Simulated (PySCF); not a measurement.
# Working out the ionisation energy of O

O [He] 2s2 2p4 (3P) → O⁺ [He] 2s2 2p3 (4S). All numbers are calculated (PySCF 2.14, no relativity, point nucleus, in aug-cc-pVTZ with one added diffuse shell each of s, p, d, f type (6s5p4d3f, 62 functions)). Frozen: 1s2. Energies in hartree (1 hartree = 27.21139 eV):

```tsv
part	O (lower)	O⁺ (upper)
UHF	-74.813007	-74.370841
MP2 opposite-spin	-0.110372	-0.069268
MP2 same-spin	-0.036076	-0.029282
```

Q: What does Hartree-Fock give?

A: (-74.370841) − (-74.813007) = 0.442166 hartree = 12.032 eV.

Q: What do MP2 and SCS-MP2 (6/5 opposite-spin, 1/3 same-spin) give?

A: The opposite-spin parts differ by 1.118 eV and the same-spin parts by 0.185 eV. MP2: 12.032 + (1.118) + (0.185) = 13.335 eV. SCS-MP2: 12.032 + 1.2 × (1.118) + (0.185)/3 = 13.435 eV.

Measured between the centres of the two terms (NIST): 13.608 eV, so MP2 (valence) is off by -0.273 eV.

What remains against the reference includes basis incompleteness, the frozen core and correlation beyond second order.
